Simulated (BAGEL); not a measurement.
# ROHF/def2-TZVP (density fitting with qzvpp-jkfit) run of SiH3O2 (SMILES O[SiH]O)

What is the energy change on altering one bond length of SiH3O2 at ROHF/def2-TZVP (density fitting with qzvpp-jkfit)? 

Program for the calculation: BAGEL 1.2.2.

1 further run of the same task is left out (set aside as unsound or not needed).

## 1. The molecule

The species is SiH3O2 (6 atoms), meant as a doublet with charge 0. SMILES: `O[SiH]O`. The coordinates come from a PBE0-D4/def2-TZVP relaxation. This is one conformer, not always the lowest.

Bond lengths: O1–Si2 1.652 Å, Si2–O3 1.641 Å, O1–H4 0.958 Å, Si2–H5 1.496 Å, O3–H6 0.959 Å. Angles: O1–Si2–O3 107.5°, O1–Si2–H5 112.0°, O3–Si2–H5 104.2°, Si2–O1–H4 117.1°, Si2–O3–H6 117.2°.

## 2. A single-point energy at ROHF/def2-TZVP (density fitting with qzvpp-jkfit)

File input.json:

```json
{ "bagel" : [

{
  "title" : "molecule",
  "basis" : "def2-tzvp.json",
  "df_basis" : "qzvpp-jkfit",
  "angstrom" : true,
  "geometry" : [
    { "atom" : "O", "xyz" : [      -1.186200,      -0.443400,      -0.202500 ] },
    { "atom" : "Si", "xyz" : [       0.358900,       0.083300,      -0.457100 ] },
    { "atom" : "O", "xyz" : [       1.071000,       0.255000,       1.010900 ] },
    { "atom" : "H", "xyz" : [      -1.625300,      -0.879000,      -0.934700 ] },
    { "atom" : "H", "xyz" : [       0.393800,       1.459300,      -1.043800 ] },
    { "atom" : "H", "xyz" : [       0.987700,      -0.475200,       1.627200 ] }
  ]
},

{ "title" : "rohf", "charge" : 0, "nopen" : 1 },

{ "title" : "print", "file" : "orbitals.molden", "orbitals" : true }

]}
```

The basis set def2-TZVP is read from a file made from the Basis Set Exchange's data (not shown).

Started as:

```console
$ BAGEL_NUM_THREADS=1 BAGEL input.json > input.out
```

Log:

```text
* using 1 threads per process

  ===============================================================
  ===============================================================

  *** Geometry ***

  { "atom" : "O", "xyz" : [     -2.241593,     -0.837905,     -0.382670 ] },
  { "atom" : "Si", "xyz" : [      0.678223,      0.157414,     -0.863794 ] },
  { "atom" : "O", "xyz" : [      2.023897,      0.481880,      1.910324 ] },
  { "atom" : "H", "xyz" : [     -3.071372,     -1.661069,     -1.766327 ] },
  { "atom" : "H", "xyz" : [      0.744174,      2.757677,     -1.972496 ] },
  { "atom" : "H", "xyz" : [      1.866482,     -0.897998,      3.074962 ] },

  Number of auxiliary basis functions:      336

  Since a DF basis is specified, we compute 2- and 3-index integrals:
    o Being stored without compression. Storage requirement is 0.037 GB

  Number of basis functions:      117
  Number of electrons      :       33

    * METHOD: MOLECULE                             0.16

  *** Open-shell HF ***

  === Nuclear Repulsion ===
   111.6089976352

      * DIIS with orbital gradients will be used.

  === ROHF iteration (def2-tzvp.json) ===
      0       -440.13702996          0.05845739           0.09
      1       -440.34039579          0.04328359           0.09
      2       -440.44667196          0.02999905           0.09
      3       -440.53739990          0.00149393           0.09
      4       -440.53866930          0.00052080           0.09
      5       -440.53896820          0.00017817           0.09
      6       -440.53903744          0.00007839           0.10
      7       -440.53905509          0.00002452           0.09
      8       -440.53905899          0.00000745           0.09
      9       -440.53906045          0.00000301           0.09
     10       -440.53906064          0.00000151           0.09
     11       -440.53906067          0.00000059           0.09
     12       -440.53906068          0.00000021           0.09
     13       -440.53906068          0.00000008           0.10
     14       -440.53906068          0.00000003           0.09
     15       -440.53906068          0.00000002           0.10
     16       -440.53906068          0.00000000           0.10
    * SCF iteration converged.

    * S^2 (ROHF) is 0.7500

    * Permanent dipole moment:
           (    0.205284,     0.741393,     0.390685) a.u.

    * METHOD: ROHF                                 1.74

    * METHOD: PRINT                                0.03

  ===============================================================
```

It took 2.1 s on 1 thread of Arm Neoverse V1, shared host; peak memory 0.11 GiB.

## 3. The distorted shape at the same level

File input.json:

```json
{ "bagel": [

{
  "title": "molecule",
  "basis": "def2-tzvp.json",
  "df_basis": "qzvpp-jkfit",
  "angstrom": "true",
  "geometry": [
    { "atom": "O", "xyz": [   -1.293016,   -0.469155,   -0.422702 ] },
    { "atom": "Si", "xyz": [    0.252084,    0.057545,   -0.677302 ] },
    { "atom": "O", "xyz": [    1.071000,    0.255000,    1.010900 ] },
    { "atom": "H", "xyz": [   -1.732116,   -0.904755,   -1.154902 ] },
    { "atom": "H", "xyz": [    0.286984,    1.433545,   -1.264002 ] },
    { "atom": "H", "xyz": [    0.987700,   -0.475200,    1.627200 ] }
  ]
},
{
  "title": "rohf",
  "nopen": 1
},
{
  "title": "print",
  "file": "orbitals.molden",
  "orbitals": "true"
}

]}
```

The basis set def2-TZVP is read from a file made from the Basis Set Exchange's data (not shown).

Started as:

```console
$ BAGEL_NUM_THREADS=1 BAGEL input.json > input.out
```

Log:

```text
* using 1 threads per process

  ===============================================================
  ===============================================================

  *** Geometry ***

  { "atom" : "O", "xyz" : [     -2.443446,     -0.886574,     -0.798791 ] },
  { "atom" : "Si", "xyz" : [      0.476370,      0.108744,     -1.279915 ] },
  { "atom" : "O", "xyz" : [      2.023897,      0.481880,      1.910324 ] },
  { "atom" : "H", "xyz" : [     -3.273225,     -1.709739,     -2.182448 ] },
  { "atom" : "H", "xyz" : [      0.542321,      2.709007,     -2.388618 ] },
  { "atom" : "H", "xyz" : [      1.866482,     -0.897998,      3.074962 ] },

  Number of auxiliary basis functions:      336

  Since a DF basis is specified, we compute 2- and 3-index integrals:
    o Being stored without compression. Storage requirement is 0.037 GB

  Number of basis functions:      117
  Number of electrons      :       33

    * METHOD: MOLECULE                             0.15

  *** Open-shell HF ***

  === Nuclear Repulsion ===
   105.3659197903

      * DIIS with orbital gradients will be used.

  === ROHF iteration (def2-tzvp.json) ===
      0       -440.06890813          0.06009772           0.09
      1       -440.25232097          0.04828534           0.09
      2       -440.37365783          0.03568258           0.09
      3       -440.50722017          0.00183694           0.09
      4       -440.50891960          0.00092532           0.09
      5       -440.50941651          0.00041853           0.09
      6       -440.50954984          0.00011340           0.09
      7       -440.50959506          0.00003157           0.09
      8       -440.50960700          0.00001130           0.09
      9       -440.50960870          0.00000503           0.09
     10       -440.50960887          0.00000309           0.09
     11       -440.50960883          0.00000090           0.09
     12       -440.50960876          0.00000040           0.09
     13       -440.50960874          0.00000017           0.09
     14       -440.50960874          0.00000008           0.09
     15       -440.50960874          0.00000003           0.09
     16       -440.50960874          0.00000001           0.09
     17       -440.50960874          0.00000001           0.09
    * SCF iteration converged.

    * S^2 (ROHF) is 0.7500

    * Permanent dipole moment:
           (    0.439525,     0.755542,     0.867747) a.u.

    * METHOD: ROHF                                 1.78

    * METHOD: PRINT                                0.04

  ===============================================================
```

It took 2.1 s on 1 thread of Arm Neoverse V1, shared host; peak memory 0.11 GiB.

## 4. What came out

At ROHF/def2-TZVP (density fitting with qzvpp-jkfit):

| quantity | value |
| --- | --- |
| first shape: total energy | -440.53906 Eh |
| first shape: dipole moment | 2.19 D |
| first shape: ⟨S²⟩ | 0.750 |
| distorted shape: total energy | -440.50961 Eh |
| distorted shape: dipole moment | 3.13 D |
| distorted shape: ⟨S²⟩ | 0.750 |
| energy change with the Si2–O3 bond stretched from 1.641 to 1.887 Å | 0.801 eV |

**Reading.** With the Si2–O3 bond stretched from 1.641 to 1.887 Å the energy rises by 0.80 eV (77.3 kJ/mol). The first shape isn't relaxed at this level, so the change isn't measured from a minimum.
